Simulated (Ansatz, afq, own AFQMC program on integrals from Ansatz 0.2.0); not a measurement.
Two steps: Ansatz 0.2.0 writes the Fock matrix and Cholesky factors of the valence space, and afq projects on them the lowest state that overlaps trial and start.

```yaml
crystal:
  periodic: [false, false, false]
  atoms:
    - {symbol: Al, position_ang: [0.000000, 0.000000, 1.612116]}
    - {symbol: O, position_ang: [0.000000, 0.000000, -0.271663]}
    - {symbol: H, position_ang: [0.000000, 0.000000, -1.340453]}
basis:
  gaussian: {orbitals: cc-pVDZ}
magnetization: {spin_polarized: false}
correlation: {method: ccsd_t, electrons: outside_noble_gas, hamiltonian_folder: ham}
```

```sh
$ ansatz run in.yaml --threads 1 --pin off --events-out ev --progress --plain --max-ram 1382MiB
```

afq runs on the folder ham with

```
--method phaseless --trial hf --walkers 200 --populations 1 --least-time 40 --time-step 0.005 --steps-per-block 20 --equilibration-blocks 112 --max-blocks 600 --target-error 0.00114 --factor-cut 1e-05 --seed 1939 --taylor-order 6
```

Times are imaginary, in 1/Eh. The walk had a cap of 512 s.

Output of the walk:

```
orbitals 31  electrons 5 5  factors 210 of 353
reference energy -317.37707479 Eh
CCSD correlation -0.26036789 Eh in 10 cycles, weight of the determinant in the CISD state 0.8782
energy of the start -317.377075 Eh
 block  time / (1/Eh)  mean weight  energy / Eh
     1     0.100  1.0004  -317.452026
     2     0.200  1.0025  -317.500724
     3     0.300  1.0020  -317.524454
     4     0.400  1.0032  -317.543853
     5     0.500  1.0011  -317.566499
    10     1.000  1.0007  -317.593786
    86     8.600  1.0003  -317.677581
   171    17.100  0.9995  -317.659272
   205    20.500  0.9995  -317.612390
   256    25.600  0.9996  -317.651695
   341    34.100  1.0008  -317.612492
   375    37.500  1.0001  -317.690736
   426    42.600  1.0003  -317.618505
   511    51.100  0.9983  -317.637426
   596    59.600  1.0016  -317.678998
   681    68.100  1.0010  -317.632812
   698    69.800  0.9993  -317.655437
blocks merged  error / Eh  count
     1  0.000856  600
     2  0.001112  300
     4  0.001397  150
     8  0.001681  75
    16  0.001858  37
    32  0.001915  18
    64  0.002157  9
energy -317.647950 +/- 0.001915 Eh
(rows thinned)
```

The run passed its tests (sampling time, drift between the halves within three errors, error under three times the target), which doesn't prove that it has relaxed.

Against this walk (error 52.1 meV) on the same determinant: CCSD(T) 96.5 meV higher (within the noise), CCSDT(Q) 52.4 meV higher (within the noise), a separate phaseless walk with a CISD trial and standard settings 78.6 ± 53.9 meV higher (within the noise). The error is statistical and leaves out the bias of the constraint.

Cautions: constraint bias not in the error; error above the target (52.1 against 31.0 meV); higher spins were not checked; raised T1 diagnostic (T1 0.025, weight of the determinant 0.88, largest double 0.11).

The walk took 3.7 min on 1 thread of Intel(R) Xeon(R) Platinum 8175M CPU @ 2.50GHz (Skylake/Cascade Lake), on a shared host. The log's last line is the phaseless energy.

CCSDT and higher add their correlation energy to the determinant of the CCSD(T) run, since their own runs factorise the integrals more tightly (a shift of under 2 meV). A walk keeps the symmetry of its determinant, which the program's search chose and which needn't be the lowest solution, so a lower state of the same spin and another symmetry isn't excluded.
